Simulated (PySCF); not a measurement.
Isomers of C2H3NO, mass 57.021 u with the commonest isotopes. Theory: PBE0-D3(BJ)/def2-SVP geometry optimisation, gas phase in PySCF 2.14.0. One conformer each, none proved a minimum here; rigid rotors.

Problem. Order these by rotational constant A, largest first.
A. `[CH2:1]=[CH:2][N:3]=[O:4]` with C1–C2–N3–O4 180° (nitrosoethylene)
B. `[CH2:1]=[N:2][CH:3]=[O:4]` with C1–N2–C3–O4 -68°
C. `[H]/[N:1]=[CH:2]\[CH:3]=[O:4]` with N1–C2–C3–O4 0°

Solution. A (53557 MHz), B (31457 MHz), C (23908 MHz).

Problem. Order these by rotational constant B, smallest first.
A. `[CH2:1]=[CH:2][N:3]=[O:4]` with C1–C2–N3–O4 180° (nitrosoethylene)
B. `[CH2:1]=[N:2][CH:3]=[O:4]` with C1–N2–C3–O4 -68°
C. `[H]/[N:1]=[CH:2]\[CH:3]=[O:4]` with N1–C2–C3–O4 0°

Solution. A (5114 MHz), B (5911 MHz), C (6595 MHz).

Problem. Order these by dipole moment, largest first.
A. `[H]/[N:1]=[CH:2]\[CH:3]=[O:4]` with N1–C2–C3–O4 0°
B. `[CH2:1]=[N:2][CH:3]=[O:4]` with C1–N2–C3–O4 -68°
C. `[CH2:1]=[CH:2][N:3]=[O:4]` with C1–C2–N3–O4 180°

Solution. C (3.13 D), B (2.89 D), A (2.02 D).

| SMILES | point group | Ia (u·Å²) | Ib (u·Å²) | Ic (u·Å²) | κ | μa (D) | μb (D) | μc (D) |
| --- | --- | --- | --- | --- | --- | --- | --- | --- |
| C=CN=O | Cs | 9.44 | 98.81 | 108.25 | -0.98 | 3.03 | 0.78 | 0.00 |
| [H]/N=C\C=O | Cs | 21.14 | 76.63 | 97.77 | -0.85 | 0.45 | 1.97 | 0.01 |
| C=NC=O | C1 | 16.07 | 85.49 | 95.55 | -0.95 | 2.52 | 0.17 | 1.41 |
